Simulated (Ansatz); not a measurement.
Process, species as SMILES: FCl (F-Cl) → F atom + Cl atom
B3LYP-D3(BJ)/def2-TZVP geometries, fixed; electronic energies without zero-point terms.

Energies in hartree at MP2 with Ansatz (an electronic-structure program); the bond dissociation energy is their sum with the coefficients shown, times 627.509 kcal/mol a hartree. All functions are spherical. Cores are frozen. Open shells are unrestricted. No added dispersion term, no relativity.

| species | coefficient | part | aug-cc-pV(D+d)Z | aug-cc-pV(T+d)Z | aug-cc-pV(Q+d)Z |
|---|---|---|---|---|---|
| FCl (F-Cl) | -1 | Hartree-Fock | -558.86357 | -558.90515 | -558.91622 |
| FCl (F-Cl) | -1 | correlation | -0.36139 | -0.45884 | -0.49556 |
| F atom | +1 | Hartree-Fock | -99.38109 | -99.40688 | -99.41409 |
| F atom | +1 | correlation | -0.15461 | -0.20523 | -0.22389 |
| Cl atom | +1 | Hartree-Fock | -459.47306 | -459.48609 | -459.48924 |
| Cl atom | +1 | correlation | -0.12275 | -0.16189 | -0.17703 |

Q: Predict the bond dissociation energy in aug-cc-pV(5+d)Z (X = 5): let each Hartree-Fock step shrink by the ratio of the last two, and fit each correlation energy at X = 3 and 4 to E + A/X^3. Compare with the run.

A: 
- FCl (F-Cl): steps -0.04158 and -0.01107, ratio 0.266, so Hartree-Fock -558.91916 (run: -558.91884); A = (-0.45884 - (-0.49556))/(1/27 - 1/64) = 1.7149, correlation -0.49556 - A/64 + A/125 = -0.50864 (run: -0.51141).
- F atom: steps -0.02579 and -0.00721, ratio 0.280, so Hartree-Fock -99.41611 (run: -99.41609); A = (-0.20523 - (-0.22389))/(1/27 - 1/64) = 0.8715, correlation -0.22389 - A/64 + A/125 = -0.23054 (run: -0.23196).
- Cl atom: steps -0.01303 and -0.00315, ratio 0.242, so Hartree-Fock -459.49000 (run: -459.48976); A = (-0.16189 - (-0.17703))/(1/27 - 1/64) = 0.7071, correlation -0.17703 - A/64 + A/125 = -0.18242 (run: -0.18368).
Predicted 68.23 kcal/mol; the run in aug-cc-pV(5+d)Z gives 68.25, a miss of -0.02. Keeping the value in aug-cc-pV(Q+d)Z, 67.48, would miss by -0.77. All sums are of the energies as printed.
